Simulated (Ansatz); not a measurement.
Total energies of `O=S(=O)([O-])O`.

Cartesian coordinates in Å:
```
O 0.886 1.133 0.570
S -0.212 0.211 0.339
O -0.679 -0.500 1.505
O -1.251 0.746 -0.523
O 0.463 -1.010 -0.548
H 0.793 -0.581 -1.344
```

The species carries charge -1 and has multiplicity 1. The geometry is a stationary point of PBE0-D4/def2-TZVPD. It is one conformer, not always the lowest. Basis def2-TZVPPD, Ansatz.

RPA on PBE orbitals: Hartree–Fock energy of these orbitals -697.69004 Eh, correlation -1.71550 Eh (frozen core).

```
             functional  energy without D4 (Eh)  D4 term (kJ/mol)
            LDA (SPW92)              -696.47459                 –
                    PBE              -699.46996             -14.8
                 B97M-V              -699.73868                 –
                  B3LYP              -699.94353             -24.0
                r2SCAN0              -699.71477              -3.9
HSE06 (plane-wave form)              -699.46415             -11.2
                  BHLYP              -699.77326             -16.7
                ωB97M-V              -699.84212                 –
                 B2PLYP              -699.62576                 –
               PBE-QIDH              -699.36164                 –
```

Problem. Give the same for revPBE, BLYP, r2SCAN, PBE0, r2SCANh, CAM-B3LYP, LC-ωPBE, ωB97X-V. (An estimate is asked.)

Solution. The calculation gave: 
| functional | energy without D4 (Eh) | D4 term (kJ/mol) |
| --- | --- | --- |
| revPBE | -699.76663 | -52.8 |
| BLYP | -699.89530 | -34.3 |
| r2SCAN | -699.77420 | -3.4 |
| PBE0 | -699.48394 | -12.1 |
| r2SCANh | -699.74978 | -3.5 |
| CAM-B3LYP | -699.85792 | -12.1 |
| LC-ωPBE | -699.65171 | – |
| ωB97X-V | -699.77081 | – |

B3LYP takes the VWN-RPA correlation (the form of Gaussian; ORCA's B3LYP/G). HSE06 is the plane-wave form, built on full-range PBE exchange. The double hybrids freeze the cores in their second-order part.

LC-ωPBE has ω = 0.4 bohr⁻¹.
